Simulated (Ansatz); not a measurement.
Input file:

```yaml
crystal:
  periodic: [false, false, false]
  atoms:
    - {symbol: Hf, position_ang: [0.000000, 0.000000, 0.000000]}
    - {symbol: O, position_ang: [0.000000, 0.000000, 1.995600]}
basis:
  gaussian: {orbitals: def2-SVP}
total_charge: 1
magnetization: {spin_polarized: false, initial_magnetization: 3}
correlation: {method: ccsdt_q, electrons: outside_noble_gas}
```

```sh
$ ansatz run in.yaml --threads 1 --pin off --events-out ev --progress --plain --max-ram 2393MiB
```

Output:

```
801 factors; integrals over basis functions are off by at most 1.1e-7 eV
mean field evaluation 1: about -3311.7363 eV, gradient 4.9e1 eV
mean field evaluation 2: about -3311.8022 eV, gradient 4.9e1 eV
mean field evaluation 4: about -3317.8682 eV, gradient 7.6e0 eV
mean field evaluation 8: about -3318.3070 eV, gradient 2.8e-1 eV
mean field evaluation 16: about -3318.3410 eV, gradient 5.2e-6 eV
mean field evaluation 32: about -3318.3438 eV, gradient 3.3e-4 eV
mean field evaluation 64: about -3316.7826 eV, gradient 1.7e1 eV
mean field evaluation 96: about -3318.3438 eV, gradient 1.6e-6 eV
mean field evaluation 128: about -3318.3410 eV, gradient 1.4e-5 eV
mean field evaluation 160: about -3317.5730 eV, gradient 1.1e-6 eV
...
cycle  45  -5.38392775 eV  change   -4.2e-7 eV  update   2.5e-6
cycle  46  -5.38392760 eV  change    1.5e-7 eV  update   2.5e-6
cycle  47  -5.38392823 eV  change   -6.3e-7 eV  update   2.4e-6
cycle  48  -5.38392797 eV  change    2.6e-7 eV  update   2.2e-6
cycle  49  -5.38392801 eV  change   -3.9e-8 eV  update   2.2e-6
cycle  50  -5.38392736 eV  change    6.5e-7 eV  update   2.0e-6
cycle  51  -5.38392683 eV  change    5.3e-7 eV  update   1.8e-6
cycle  52  -5.38392710 eV  change   -2.7e-7 eV  update   1.6e-6
cycle  53  -5.38392616 eV  change    9.4e-7 eV  update   1.3e-6
cycle  54  -5.38392608 eV  change    8.8e-8 eV  update   1.1e-6
perturbative correction -0.00950534 eV, -0.0003493147 hartree
Total energy: -3323.73721768 eV, -122.1450898399 hartree
```

Ran on 1 thread of Arm Neoverse V2, shared host: 52 s wall, 0.39 GiB peak host memory.
